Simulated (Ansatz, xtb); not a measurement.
## B2H2S: which of two isomers lies lower

Structure a: `BB=S`, a singlet. Structure b: `B1BS1`, a singlet. Both are isolated molecules in the gas phase, relaxed with B3LYP-D4/def2-TZVP; each stands in its lowest conformer found.

a (Å):

```yaml
atoms:
  - { symbol: B, position_ang: [-0.0096, -0.1187, -0.2328] }
  - { symbol: B, position_ang: [1.0385, 1.1579, -0.1549] }
  - { symbol: S, position_ang: [2.0587, 2.4005, -0.0790] }
  - { symbol: H, position_ang: [0.2179, -1.1317, 0.3479] }
  - { symbol: H, position_ang: [-1.0110, -0.0482, -0.8711] }
```

b (Å):

| atom | x (Å) | y (Å) | z (Å) |
| --- | --- | --- | --- |
| B | 0.4038 | -0.6945 | -0.0344 |
| B | -0.2054 | 0.1260 | -1.2493 |
| S | 0.3079 | 1.0887 | 0.1808 |
| H | 0.7916 | -1.5688 | 0.6525 |
| H | -0.6819 | 0.4160 | -2.2862 |

Quicker runs give these differences E(b) − E(a): GFN2-xTB −4.6 kcal/mol; HF/STO-3G −6.5 kcal/mol (at GFN2-xTB geometries); r2SCAN-D4/def2-SVP −5.5 kcal/mol (at GFN2-xTB geometries).

Task: Estimate E(b) − E(a) at the level CCSD(T)/def2-TZVPP.

Result: Calculated at CCSD(T)/def2-TZVPP: E(b) − E(a) = −3.4 kcal/mol, so structure b lies lower.

How the difference moves with the method:

| level | geometry | E(b) − E(a) (kcal/mol) | departure from the last row (kcal/mol) | job, with rough time for the two |
| --- | --- | --- | --- | --- |
| GFN2-xTB | GFN2-xTB | −4.6 | −1.1 | optimisation, 0.16 s |
| HF/STO-3G | GFN2-xTB | −6.5 | −3.1 | single point, 0.2 s |
| r2SCAN-D4/def2-SVP | GFN2-xTB | −5.5 | −2.1 | single point, 0.99 s |
| B3LYP-D4/def2-TZVP | B3LYP-D4/def2-TZVP | −2.6 | +0.9 | optimisation, 10 s |
| HF/def2-TZVPP | B3LYP-D4/def2-TZVP | +1.6 | +5.0 | part of the CCSD(T) run |
| MP2/def2-TZVPP | B3LYP-D4/def2-TZVP | −5.6 | −2.2 | part of the CCSD(T) run |
| CCSD(T)/def2-TZVPP | B3LYP-D4/def2-TZVP | −3.4 |  | single point, 9.9 s |

As drawn, b has 2 B–S in place of 1 B=S. Structure a has no ring, b a 3-membered ring.

HF/def2-TZVPP puts the two in the other order. The largest departure from CCSD(T)/def2-TZVPP is that of HF/def2-TZVPP, 5.0 kcal/mol.

With harmonic frequencies from B3LYP-D4/def2-TZVP (ideal gas, rigid rotor, one conformer each, 298.15 K, 1 atm): on the last row, ΔE + ΔZPE = −2.8, ΔH = −3.2, ΔG = −2.6 kcal/mol.

The correlated steps freeze 7 core orbitals. Programs: Ansatz 0.2.0, xtb 6.7.1; the last row on 2 threads of Intel(R) Xeon(R) Platinum 8488C (Sapphire Rapids) on a shared host.
